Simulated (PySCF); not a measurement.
## Computed properties of methanidylidynesulfanium (CS), SMILES [C-]#[S+]

methanidylidynesulfanium (CS), SMILES [C-]#[S+]. The structure is a stationary point at PBE0-D3(BJ)/def2-TZVPD. One conformer was computed; it need not be the lowest. All values are computed for the isolated molecule unless a solvent is named; none is compared with measurement here.

**Structure.** The optimised structure has C∞v symmetry. All 1 harmonic modes at PBE0-D3(BJ)/def2-TZVPD (PySCF) are real, so it is a minimum.

**Vibrations.** The strongest infrared lines (harmonic, unscaled, degenerate partners summed) lie at 1332 cm⁻¹ (93 km/mol, C 73 %, S 27 %). The softest mode is at 1332 cm⁻¹ and the zero-point energy is 1.9 kcal/mol.

**Electronic structure.** r2SCAN/def2-TZVPD (PySCF) places the frontier levels at -7.72 and -3.22 eV, a gap of 4.50 eV, and gives a dipole moment of 2.00 D and a mean polarisability of 28.3 bohr³.

**Excitations.** TDA-ωB97X/def2-TZVPD (PySCF) has S1 at 5.02 eV (247 nm, f = 0.018, weak); the most intense of the 10 singlets computed lies at 9.67 eV (f = 0.33). Strengths of degenerate partners are summed. T1 (TDA) is at 3.48 eV, 1.54 eV under S1. No vertical singlet excitation falls in the visible range (under 3.1 eV).

**NMR.** GIAO shifts at B3LYP/pcSseg-2 (PySCF) (non-relativistic, atoms alike by connectivity averaged): ¹³C at 469.2 ppm against TMS.
